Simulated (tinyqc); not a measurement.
Starting guesses with plain Roothaan steps: SCF starting guesses in the sto-6g basis, for OH+, spin multiplicity 3. Computed by the program tinyqc with PySCF. 

Geometry (angstrom):
```
atom,x,y,z
O,0.0000,0.0000,0.0000
H,0.0000,0.0000,0.9280
```

lowest solution found by these runs and by PySCF with stability checks = -74.730487 hartree

UHF with one setting changed at a time; a run stops when the energy changes by less than 1e-09 hartree and the error matrix is below 1e-5. Starts: the lowest orbitals of the core Hamiltonian, of the Wolfsberg-Helmholz matrix (K = 1.75), projected atomic densities, random orbitals, and the highest orbitals of the core Hamiltonian (a deliberately bad start).

Largest element of the error matrix X^T (FDS - SDF) X:
```
iteration,core,Wolfsberg-Helmholz,atomic densities,random,highest core orbitals
1,3.6e-01,3.0e-01,6.3e-01,6.4e+00,1.7e-01
2,1.1e-01,7.1e-02,6.5e-02,2.2e-01,3.2e-01
3,2.0e-02,1.8e-02,1.6e-02,6.7e-02,1.0e-01
4,5.9e-03,6.0e-03,5.5e-03,6.7e-02,3.8e-02
5,2.6e-03,2.9e-03,2.7e-03,6.3e-02,1.7e-02
6,1.4e-03,1.6e-03,1.5e-03,5.8e-02,7.8e-03
8,4.9e-04,5.3e-04,5.1e-04,4.6e-02,1.6e-03
10,1.7e-04,1.8e-04,1.8e-04,3.3e-02,3.4e-04
14,2.1e-05,2.2e-05,2.2e-05,1.6e-02,1.8e-05
20,-,-,-,4.5e-03,-
30,-,-,-,5.5e-04,-
45,-,-,-,2.4e-05,-
```

How each run ends:
```
run,iterations,E (hartree),state
core,16,-74.730487,lowest found
Wolfsberg-Helmholz,16,-74.730487,lowest found
atomic densities,16,-74.730487,lowest found
random,50,-74.730487,lowest found
highest core orbitals,15,-74.578091,higher
```

4 of 5 runs reach the lowest solution found, in 16 to 50 iterations (fastest: core, Wolfsberg-Helmholz, atomic densities). Ending on a higher stationary point: highest core orbitals; a small error matrix cannot reveal that, and an occupation fixed by the start is kept by symmetry or by the shape of the basin. The first errors are 4e-01, 3e-01, 6e-01, 6e+00, 2e-01; the deliberately bad start has the smallest one, so a small first error does not mark a good start.
